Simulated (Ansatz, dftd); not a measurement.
System: C3H3, charge 0, doublet. C3H3 (SMILES [CH]1C=C1, doublet).
B3LYP-D3(BJ)/def2-TZVP minimum from Ansatz (a quantum-chemistry and plane-wave program):
```xyz
6

C      0.0018     0.0071     0.8842
C      0.0467    -0.6576    -0.4096
C      0.0561     0.6501    -0.4202
H     -0.7909     0.0189     1.6308
H      0.0705    -1.5781    -0.9660
H      0.0930     1.5610    -0.9914
```
Charge 0, spin multiplicity 2.

Wanted: atomisation energy (electronic, to ground-state atoms), in kcal/mol. Radicals and triplets start from unrestricted determinants; spin-orbit coupling is neglected. Correlated methods leave the cores frozen. Rows without X2C or -DK are non-relativistic. CBS(X,Y): correlation extrapolated as X^-3, Hartree-Fock from the larger set (Q,5: extrapolated as (X+1)exp(-9√X)). A bracket is a step between two methods taken in the basis named. Functionals run without relativity, which enters their misses. Double hybrids freeze cores in their MP2 part. '+ core + X2C': CCSD(T) terms for core correlation (cc-pwCVTZ) and scalar relativity (cc-pVTZ-DK). Where a partner has so few electrons that a lower coupled-cluster level is exact, that level stands in.

Compared with CCSD(T)/CBS(cc-pVQZ,cc-pV5Z) + [CCSDT(Q) - CCSD(T)]/cc-pVDZ + core + X2C (Ansatz): 574.8 kcal/mol.

Task: Rank these levels by how close they come to it, closest first: CCSD/CBS(cc-pVQZ,cc-pV5Z) (Ansatz); B2GP-PLYP-D3(BJ)/def2-TZVPD (Ansatz + dftd3); PBE-D3(BJ)/def2-TZVPD (Ansatz + dftd3).

Result: B2GP-PLYP-D3(BJ)/def2-TZVPD (569.0 kcal/mol, difference -5.8), CCSD/CBS(cc-pVQZ,cc-pV5Z) (559.7 kcal/mol, difference -15.1), PBE-D3(BJ)/def2-TZVPD (600.5 kcal/mol, difference 25.7)
